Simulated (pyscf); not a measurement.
PySCF, gas phase, ωB97X-D3(BJ)/def2-SVP geometries.

SMILES: [OH][In]([CH3])[OH]
```xyz
9

C     -1.4873    -0.7243    -2.6140
In    -0.7595    -0.7846    -0.6121
O     -0.0796     0.7120     0.5271
O     -0.6648    -2.4744     0.4378
H     -1.8613    -1.7194    -2.8912
H     -2.3017     0.0091    -2.7022
H     -0.6763    -0.4387    -3.2995
H     -0.0804     1.5730     0.0943
H     -0.3079    -2.3305     1.3226
```
Charge 0, spin multiplicity 1.

Q: What is the homolytic dissociation enthalpy (298 K, ωB97M-D3(BJ)/def2-TZVP) of the H–O bond of H₃C–In(OH)–OH, to H₃C–In(O•)–OH + H•?

A: H–O to H₃C–In(O•)–OH + H•: 4.93 eV. The 7 functionals that were run give +4.78 (r²SCAN) to +4.97 eV (M06-2X). The radicals are drawn with the spin at the cut bond; how far it spreads was not checked. Other isomers of H₃C–In(O•)–OH were not searched in full and may lie lower. Elements past Kr carry the def2 core potentials, without spin-orbit coupling.
